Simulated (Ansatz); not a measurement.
**Heating and cooling a random packing of Hf2Ti7Si2Sn5**

A packing of 16 atoms, thrown in at random and pushed apart as soft spheres with like charges further apart (2 Hf, 2 Si, 5 Sn, 7 Ti) went through Langevin stages in a fixed cell of 22.61 Å³/atom, at one k point, without spin and with a Fermi–Dirac width of kT (0.05 eV at least). Theory: DFT PBE, scalar-relativistic, plane waves, PAW (Ansatz).

```json
{"thermostat (K)": "2220", "duration (fs)": "72", "friction (1/fs)": "0.030", "cutoff (eV)": "320", "mean T (K)": "2236", "mean P (GPa)": "1.7", "mean square displacement (Å²)": "0.17"}
{"thermostat (K)": "2220", "duration (fs)": "363", "friction (1/fs)": "0.030", "cutoff (eV)": "420", "mean T (K)": "2193", "mean P (GPa)": "-0.1", "mean square displacement (Å²)": "0.69"}
{"thermostat (K)": "1600", "duration (fs)": "279", "friction (1/fs)": "0.030", "cutoff (eV)": "420", "mean T (K)": "1736", "mean P (GPa)": "-3.9", "mean square displacement (Å²)": "0.37"}
{"thermostat (K)": "890", "duration (fs)": "294", "friction (1/fs)": "0.030", "cutoff (eV)": "420", "mean T (K)": "737", "mean P (GPa)": "-6.9", "mean square displacement (Å²)": "0.26"}
{"thermostat (K)": "300", "duration (fs)": "369", "friction (1/fs)": "0.030", "cutoff (eV)": "420", "mean T (K)": "274", "mean P (GPa)": "-9.1", "mean square displacement (Å²)": "0.11"}
```

Means run over the second half of a stage; pressure includes the kinetic part; displacements count from the stage's start, the atoms' common shift taken off. In so short a run the atoms moved about a bond length or less in the hot stages, so this is an annealed packing, not a quenched equilibrium liquid.

Cell and atoms were then relaxed on coarser meshes and computed once more: Cutoff 420 eV; k points 5×5×6 on the computed 16-atom cell (Γ-centred); Gaussian smearing, width 0.10 eV; no spin polarisation.

Q: What structure is left?

A: One draw of many: 19.25 Å³/atom with no gap on the mesh, 0.23 eV/atom below the elements' standard states (static lattices, no corrections for gases) (a random packing after short dynamics, relaxed).

Counting as bonded all pairs within 1.2 times the summed covalent radii:

```tsv
atom → neighbour	mean count	mean length (Å)	spread (Å)
Hf → Hf	1.00	3.12	0.00
Hf → Si	1.50	2.78	0.04
Hf → Sn	4.00	3.04	0.06
Hf → Ti	6.00	3.13	0.26
Si → Hf	1.50	2.78	0.04
Si → Sn	1.50	2.88	0.05
Si → Ti	6.00	2.82	0.16
Sn → Hf	1.60	3.04	0.06
Sn → Si	0.60	2.88	0.05
Sn → Sn	2.00	3.06	0.08
Sn → Ti	5.80	3.02	0.16
Ti → Hf	1.71	3.13	0.26
Ti → Si	1.71	2.82	0.16
Ti → Sn	4.14	3.02	0.16
Ti → Ti	4.86	3.09	0.33
```

Angles between all pairs of such bonds at an atom (mean ± spread): 96 ± 35° at Hf, 100 ± 35° at Si, 97 ± 34° at Sn, 96 ± 34° at Ti.

```
Ti Sn Hf Si
1.0
     7.04169   -0.16132   -0.23007
    -0.16299    7.35847    0.08339
    -0.21585    0.05745    5.95344
Ti Sn Hf Si
7 5 2 2
Cartesian
  3.1514 1.1338 0.3204
  1.8252 3.4195 4.9840
  0.3791 1.5476 3.5639
  5.3890 7.1786 1.8520
  5.3205 2.4921 4.7845
  2.0131 3.3171 1.9230
  1.2323 6.8646 1.9005
  3.2124 1.0541 3.4357
  5.1745 2.6830 1.7731
  -0.1222 4.7234 0.5459
  3.7361 5.0140 3.4261
  3.4697 5.4741 0.4567
  -0.1714 4.8881 3.5263
  5.4515 6.9915 4.9171
  1.1854 6.7653 4.9565
  0.5284 1.5033 0.4189
```

The final mesh leaves forces up to 0.20 eV/Å and stresses up to 0.2 GPa: the relaxation ran on a coarser mesh, so the cell's shape, its bonds and its energy belong partly to that mesh.

Spin-orbit coupling is left out, which matters for the bands of heavy elements.

Cost: 6 runs of about 70 core-minutes in all (earlier runs that led there not counted), on Arm Neoverse V1 (shared hosts).